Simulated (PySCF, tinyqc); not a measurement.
CIS on RHF in the sto-6g basis, frozen core, for HF, spin multiplicity 1, step by step. The lowest restricted solution is unstable here: a spin-polarised one lies 0.0001 hartree lower (PySCF). One step of it, computed by the program tinyqc.

Task: CIS matrix, singlets. A(ia,jb) = (e_a - e_i) d_ij d_ab + 2 (ia|jb) - (ij|ab).

orbital energies (hartree): MO1 -26.261349, MO2 -1.431984, MO3 -0.502860, MO4 -0.471789, MO5 -0.471789, MO6 0.373390

Two-electron integrals over orbitals (pq|rs), unique and non-zero (hartree); the lowest 1 orbital is frozen and left out:
```
(22|22) 0.874665    (32|22) -0.044417   (32|32) 0.137973    (33|22) 0.702263
(33|32) -0.017715   (33|33) 0.687080    (42|42) 0.189073    (43|42) -0.029011
(43|43) 0.036517    (44|22) 0.896217    (44|32) -0.067195   (44|33) 0.688525
(44|44) 0.998085    (52|52) 0.189073    (53|52) -0.029011   (53|53) 0.036517
(54|54) 0.053789    (55|22) 0.896217    (55|32) -0.067195   (55|33) 0.688525
(55|44) 0.890506    (55|55) 0.998085    (62|22) -0.090974   (62|32) -0.074285
(62|33) -0.024324   (62|44) -0.089318   (62|55) -0.089318   (62|62) 0.091248
(63|22) -0.231110   (63|32) 0.081792    (63|33) -0.097638   (63|44) -0.240827
(63|55) -0.240827   (63|62) 0.039000    (63|63) 0.225899    (64|42) -0.029694
(64|43) -0.021722   (64|64) 0.028983    (65|52) -0.029694   (65|53) -0.021722
(65|65) 0.028983    (66|22) 0.643081    (66|32) 0.048989    (66|33) 0.652298
(66|44) 0.625518    (66|55) 0.625518    (66|62) -0.055561   (66|63) -0.022296
(66|66) 0.681725
```

Give: CIS matrix A, singlet.

Result:

CIS matrix A, singlet (hartree):
```
        2>6     3>6     4>6     5>6
2>6  1.3448  0.0290  0.0000  0.0000
3>6  0.0290  0.6758  0.0000  0.0000
4>6  0.0000  0.0000  0.2776  0.0000
5>6  0.0000  0.0000  0.0000  0.2776
```
